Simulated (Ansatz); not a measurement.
A calculation with Ansatz (development build ahead of 0.2.0).

```yaml
crystal:
  periodic: [false, false, false]
  atoms:
    - { symbol: C, position_ang: [1.28521, 0.0, 0.0] }
    - { symbol: C, position_ang: [0.70914, 1.12788, 0.0] }
    - { symbol: C, position_ang: [-0.58054, 1.11591, 0.0] }
    - { symbol: C, position_ang: [-1.21644, 0.0, 0.0] }
    - { symbol: C, position_ang: [-0.58054, -1.11591, 0.0] }
    - { symbol: C, position_ang: [0.70914, -1.12788, 0.0] }
    - { symbol: H, position_ang: [1.22006, 1.99446, 0.0] }
    - { symbol: H, position_ang: [-1.08715, 1.98529, 0.0] }
    - { symbol: H, position_ang: [-2.22163, 0.0, 0.0] }
    - { symbol: H, position_ang: [-1.08715, -1.98529, 0.0] }
    - { symbol: H, position_ang: [1.22006, -1.99446, 0.0] }
basis:
  gaussian: { orbitals: cc-pVDZ }
magnetization:
  spin_polarized: true
  initial_magnetization: 1
hamiltonian:
  xc: hf
```

The input is written out in the form of the current development build from the run's settings.

Output:

```yaml
Converged: yes
Total_energy: -229.96530 hartree
Spin_squared_of_the_determinant: 0.852
```

Caution: the unrestricted determinant is spin contaminated.
